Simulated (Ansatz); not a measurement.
# SiNHO (quintet): the correlation ladder, cc-pVDZ

One table from this session's results is given with a row withheld; the runs are named, their logs left out.

Computed with Ansatz 0.2.0, Gaussian basis. Level: cc-pVDZ, core rule «outside noble gas», up to 7 orbitals frozen.

To be run: UHF; CCSD(T) on ROHF; CCSD(T) on UHF; BCCD(T) on ROHF; CISD as a restricted active space (open shells left free, so some higher excitations enter); CCSDT(Q) on ROHF; CCSDT(Q) on UHF.

31 further runs of the same task are left out: 4 for a known fault of the program, 8 that didn't finish, 19 set aside as unsound or not needed. Runs told in other sessions of the task aren't counted.

## The system

The geometry is a PBE0/def2-TZVP stationary point (not a proven minimum) of the parent state, kept for this charge and spin.

4 atoms, charge 0, spin multiplicity 5.

Atoms are counted from 1 here; the program's logs count them from 0.

Bond lengths: O1–N2 1.191 Å, N2–Si3 1.782 Å, Si3–H4 1.519 Å. Angles: O1–N2–Si3 136.4°, N2–Si3–H4 90.8°.

Set-up of the first run:

Input file in.yaml:

```yaml
crystal:
  periodic: [false, false, false]
  atoms:
    - {symbol: O, position_ang: [0.000000, -0.144299, 1.624079]}
    - {symbol: N, position_ang: [0.000000, 0.380867, 0.555568]}
    - {symbol: Si, position_ang: [0.000000, -0.153981, -1.144069]}
    - {symbol: H, position_ang: [0.000000, 1.288393, -1.621334]}
basis:
  gaussian: {orbitals: cc-pVDZ}
magnetization: {spin_polarized: true, initial_magnetization: 4}
hamiltonian: {xc: hf}
output: {orbitals: {seedname: orbitals}}
```

Started as:

```bash
$ ansatz run in.yaml --threads 1 --pin off --events-out ev --progress --plain --max-ram 2393MiB
```

Steps of the session up to this table: UHF; CCSD(T) on ROHF; CCSD(T) on UHF; BCCD(T) on ROHF; CISD as a restricted active space (open shells left free, so some higher excitations enter); CCSDT(Q) on ROHF; CCSDT(Q) on UHF.

One of the session's tables, all rows but one given; the rest of the session is left out.

| method | from UCCSDT(Q) (meV) |
| --- | --- |
| ROHF | ? |
| UHF | +11010.8 |
| RMP2 | +831.1 |
| UMP2 | +1052.2 |
| CISD | +1426.5 |
| RCCSD | +406.1 |
| UCCSD | +382.6 |
| RCCSD(T) | +64.2 |
| UCCSD(T) | +63.8 |
| BCCD(T) | +64.2 |
| RCCSDT | +43.8 |
| UCCSDT | +40.1 |
| RCCSDT(Q) | +1.8 |
| UCCSDT(Q) | 0 |

Q: Estimate the row for ROHF from the others.

**Answer.** from UCCSDT(Q) (meV): +11479.2. In the column «from UCCSDT(Q) (meV)» it is the highest.

Limits of these values: Restricted and unrestricted rows rest on different reference determinants; a gap between their highest levels can come from leftover correlation error, from unlike frozen cores or from another state.
